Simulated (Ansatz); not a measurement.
For SbSI (Pnma, No. 62), LDA (Ansatz, a program for electronic structure, plane waves, PAW) gives:

cohesive energy: 3.48 eV/atom
band gap: 1.44 eV

Question: What does HSE06 (Ansatz, PAW) give for the same quantities?

Answer: 
- cohesive energy: 2.50 eV/atom (drops by 0.98 eV/atom)
- band gap: 2.36 eV (rises by 0.92 eV)

For comparison: band gap 1.88 eV (measured, temperature not stated, not corrected to a static lattice, indirect; as tabulated in Butler et al. (2014), arXiv:1412.6929).

Changes are worked out from the printed values.

Unless a cell is named, each level is at its own relaxed cell (LDA 27.58, HSE06 32.87 Å³/atom).

Levels without +SOC leave out spin–orbit coupling, which shifts energies and cells of such heavy elements.

Levels without +SOC have no spin–orbit coupling; where heavier elements are present it shifts gaps, mostly down, and can invert bands. Density-functional gaps are differences of (generalised) Kohn–Sham levels.

Caveats: LDA has no dispersion term either, though it tends to give short spacings of layers, chains or molecules (LDA); the cell comes from a level without a dispersion term, which matters for the spacing of layers, chains or molecules (HSE06). Ansatz's density-functional and Hartree–Fock values are scalar-relativistic unless marked +SOC, with PAW data made under PBE.
